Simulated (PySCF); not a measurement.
# C5H8 (1,2-dimethyl cyclopropene): the cost of one run

The runs use PySCF 2.14.0, with density-fitted response routines of our own; the level of theory stands in each step. All values are computed, except where a source is named. Atoms count from 0, in the outputs and in this text.

### Step 1. The starting structure

13 atoms, charge 0, multiplicity 1; geometry from: GFN2-xTB. The atoms were then displaced at random by about 0.01 Å, so the start is not that level's minimum.

Bonds of the start (Å): C0–C1 1.44, C1–C2 1.29, C2–C3 1.51, C2–C4 1.50, C4–C1 1.50, C0–H5 1.08, C0–H6 1.11, C0–H7 1.10, C3–H8 1.09, C3–H9 1.07, C3–H10 1.08, C4–H11 1.08, C4–H12 1.09.

### Step 2. Geometry optimisation at PBE0-D3(BJ)/def2-SVP

What the job is given:

```
{"job": {"xc": "PBE0", "basis": "def2-SVP", "d3": "d3bj", "grid": 1, "shake": 0.01, "kind": "geom"}, "charge": 0, "multiplicity": 1}
C     -1.945650     0.408920    -0.363070
C     -0.656020    -0.054010     0.064440
C      0.629080    -0.061570     0.028100
C      1.986410     0.408910    -0.452050
C      0.011370    -1.037430     0.984720
H     -2.553090    -0.384240    -0.783840
H     -1.850860     1.209180    -1.122880
H     -2.501240     0.843090     0.478590
H      2.539500     0.804920     0.401160
H      2.505220    -0.426740    -0.876040
H      1.821380     1.183760    -1.189380
H      0.006710    -2.090250     0.766720
H      0.013000    -0.821430     2.053210
```

Started as:

```
> OMP_NUM_THREADS=1 python probes_run.py task.json out
```

This one command runs all jobs of the session in turn.

**Question.** How long does this first job take on 1 thread of Intel Xeon Platinum 8488C, shared host, and how much memory does it need?

About 35 s, with a peak of 0.46 GiB.
